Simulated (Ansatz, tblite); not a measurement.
Removing and adding an electron: B₃. Charge 0, multiplicity 2. Geometry: PBE-D4/def2-TZVP. Ansatz, gas phase; energy differences of separate SCF runs; the oxidised species is a singlet (the triplet lies 0.12 eV higher at PBE0-D4/def2-TZVP); the reduced species is a singlet (the triplet lies 1.19 eV higher at PBE0-D4/def2-TZVPD).

```xyz
3

B     0.4784    0.7017   -0.2915
B     0.4140   -0.6948    0.3908
B    -0.8924   -0.0070   -0.0993
```

The xTB rows come from tblite. The structure comes from a short search, and lower isomers may exist.

(1) Estimate orbital energies and vertical ionisation energies and electron affinities at: GFN1-xTB; GFN2-xTB; PBE-D4/def2-TZVP; PBE-D4/def2-TZVPD; r2SCAN-D4/def2-TZVP; r2SCAN-D4/def2-TZVPD; PBE0-D4/def2-TZVP; PBE0-D4/def2-TZVPD.

## Answers

(1) 
```csv
level,−HOMO (eV),vertical IE (eV),−LUMO (eV),vertical EA (eV),HOMO–LUMO gap (eV),IE − EA (eV),remarks
GFN1-xTB,–,12.02,–,4.49,–,7.53,–
GFN2-xTB,–,11.56,–,0.54,–,11.02,–
PBE-D4/def2-TZVP,6.62,9.88,5.30,–,1.31,–,restricted SCF unstable in HF (+1 singlet)
PBE-D4/def2-TZVPD,6.62,–,5.31,2.63,1.31,–,"HOMO above zero (-1 singlet), restricted SCF unstable in HF (-1 singlet)"
r2SCAN-D4/def2-TZVP,6.97,10.03,4.76,–,2.21,–,"restricted SCF unstable in HF (+1 singlet), spin-contaminated (⟨S²⟩ 0.88) (doublet)"
r2SCAN-D4/def2-TZVPD,6.97,–,4.76,2.51,2.21,–,"restricted SCF unstable in HF (-1 singlet), spin-contaminated (⟨S²⟩ 0.88) (doublet)"
PBE0-D4/def2-TZVP,7.70,9.91,4.26,–,3.45,–,"restricted SCF unstable in HF (+1 singlet), spin-contaminated (⟨S²⟩ 0.86) (doublet)"
PBE0-D4/def2-TZVPD,7.71,–,4.26,2.56,3.44,–,"restricted SCF unstable in HF (-1 singlet), spin-contaminated (⟨S²⟩ 0.86) (doublet)"
```

Run but left out: HF/def2-TZVPP, MP2/def2-TZVPP, CCSD/def2-TZVPP, CCSD(T)/def2-TZVPP, HF/def2-TZVPD, MP2/def2-TZVPD, CCSD/def2-TZVPD, CCSD(T)/def2-TZVPD (doublet: ⟨S²⟩ 1.54, where a pure state has 0.75).   A HOMO above zero means that the electron is unbound at that level or that self-interaction error raises the level; the energy of removing that electron tells which. HOMO and LUMO are the levels of the spin that leaves or enters (xTB has no such levels and no spin-polarisation term). Other spin states of the ions may lie lower, which would lower the ionisation energy or raise the affinity. Raw xTB energy differences between charge states are shifted by several eV; the methods need an empirical correction for them.
